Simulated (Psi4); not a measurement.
Noncovalent pair: CH3Cl (SMILES CCl) (first 5 atoms) with HCl (SMILES Cl); geometry from NCB31 set.
(charge 0, multiplicity 1):
```xyz
7

C     -1.495     1.126     0.000
Cl    -1.402    -0.663     0.000
H     -0.481     1.518    -0.001
H     -2.027     1.435     0.895
H     -2.029     1.435    -0.894
Cl     2.140     0.037     0.000
H      0.977    -0.514     0.000
```

The numbers are results of SAPT0/jun-cc-pV(D+d)Z (Psi4), not measurements.

Question: Which attractive term is largest, and how does the interaction split up?

Answer: electrostatics -4.91, exchange 6.67, induction -2.15, dispersion -2.03, total -2.42 kcal/mol; the largest attraction is electrostatics.
